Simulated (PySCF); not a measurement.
# BH5Si: core ionisation energies

Compound: BH2(SiH3).
Z-matrix (Å and degrees, PBE0-D3(BJ)/def2-SVP geometry), rows numbered from 1:
```
B 
H   1  1.2087
H   1  1.2087  2  117.48
Si  1  2.0151  2  121.24  3   177.11
H   4  1.4964  1  113.46  2   153.69
H   4  1.4964  1  113.52  2    28.92
H   4  1.5033  1  105.67  2   -88.72
```

Method used: delta-SCF UKS SCAN, pcX-2 on the ionised atom, pcseg-1 elsewhere, spin-free X2C in PySCF. These are vertical core ionisation energies against the vacuum level, from separate self-consistent calculations with and without the core hole.

Task: What binding energy does each computed site have?

Result: 
| atom(s) | bonded to | level | binding energy (eV) | 2p1/2 (eV) | count |
| --- | --- | --- | --- | --- | --- |
| Si4 | 3 H and B | Si 2p3/2 | 106.62 | 107.24 | 1 |
| B1 | 2 H and Si | B 1s | 196.61 | – | 1 |
| Si4 | 3 H and B | Si 1s | 1846.32 | – | 1 |

Task: What is the longest wavelength that can ionise B 1s of B1 vertically?

Result: λ = hc/E = 12398.42 eV Å / 196.61 eV = 63.061 Å.

Spin–orbit and ligand-field terms were added within each 2p shell after the spin-free SCF. 2p1/2 minus 2p3/2 (ligand field included): Si 0.62 eV. Geometry: PBE0-D3(BJ)/def2-SVP; no solvent, vibrations or thermal averaging.
